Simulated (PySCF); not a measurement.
Reaction (SMILES): C#C (C2H2) + 3 [H][H] (H2) → 2 C (CH4)
B3LYP-D3(BJ)/def2-TZVP geometries, fixed; electronic energies without zero-point terms.
Largest species:
```xyz
5

C      0.0000     0.0000     0.0000
H      0.6205     0.6269     0.6390
H     -0.6429    -0.6249     0.6185
H      0.6369    -0.6328    -0.6166
H     -0.6146     0.6308    -0.6409
```

Basis-set convergence of the energy of full hydrogenation at PBE with PySCF. All functions are spherical. Density fitting with generated auxiliary sets. No added dispersion term, no relativity. Functions are those of the species that has most. Reference: the value in def2-QZVPPD, -111.34 kcal/mol, itself unsure by roughly 0.09 kcal/mol (its mean distance from pcseg-3, def2-QZVPP, cc-pVQZ). Deviations are taken from unrounded values. Cost is core time over that of aug-cc-pVDZ, rough, on shared machines of one kind.

```tsv
basis	functions	energy of full hydrogenation (kcal/mol)	minus reference (kcal/mol)	cost
6-31G**	38	-118.05	-6.72	0.8×
cc-pVDZ	38	-115.74	-4.40	0.9×
pcseg-1	38	-114.56	-3.23	0.8×
6-311G**	48	-112.83	-1.50	0.8×
6-311+G**	56	-111.98	-0.65	0.9×
def2-SVPD	56	-118.87	-7.53	0.7×
aug-cc-pVDZ	64	-117.17	-5.84	1×
aug-pcseg-1	64	-114.78	-3.44	0.9×
cc-pVTZ	88	-111.95	-0.62	1×
jun-cc-pV(T+d)Z	106	-111.57	-0.24	2×
def2-TZVPPD	108	-111.75	-0.41	2×
def2-QZVPP	177	-111.36	-0.03	4×
def2-QZVPPD	195	-111.34	0.00	5×
```

The smallest set listed that lies within 2 kcal/mol of the reference with all its larger relatives (same family, alike in diffuse functions; a set with none counts only in the reference's own line) is 6-311+G** (56 functions, 0.9× in cost, -0.65 kcal/mol off). Inside, with no larger relative to test it: 6-311G**, def2-QZVPP. (Relatives not listed, tested too: 6-311++G(2d,2p) -1.33, 6-311++G(3df,3pd) -0.34, aug-cc-pVTZ -0.15, cc-pVQZ -0.23 kcal/mol.)
